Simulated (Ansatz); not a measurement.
Dissociation curves of BH2F (SMILES BF)

The species is BH2F (4 atoms), meant as a singlet with charge 0. As SMILES, `BF`. The coordinates come from a PBE0-D4/def2-TZVP relaxation.

```tsv
atom	x (Å)	y (Å)	z (Å)
B	-0.0273	-0.0040	-0.0308
F	1.0612	-0.2967	0.6499
H	-1.0125	-0.6491	0.1862
H	0.0342	0.8896	-0.8256
```

The B1–H3 distance is scanned; the parts on either side stay rigid. Basis STO-3G, 2 core orbitals frozen in the correlated methods; program Ansatz 0.2.0. FCI is exact within this basis and core. Energies in eV from each method's value at 1.197 Å; methods without a U are spin-restricted. The shape above is that at 1.197 Å.

(1) At 2.99 Å, estimate the order of these methods by their error in the energy rise against FCI, smallest first.
A. CCSDT
B. HF
C. CCSD

```tsv
distance (Å)	HF	CCSD	CCSDT	FCI
1.197	0.00	0.00	0.00	0.00
1.497	1.26	0.94	0.93	0.93
1.796	3.36	2.51	2.48	2.47
2.395	7.37	4.84	4.72	4.71
2.994	10.02	5.60	5.40	5.38
```

## Answers

(1) A (0.02 eV), C (0.22 eV), B (4.64 eV).
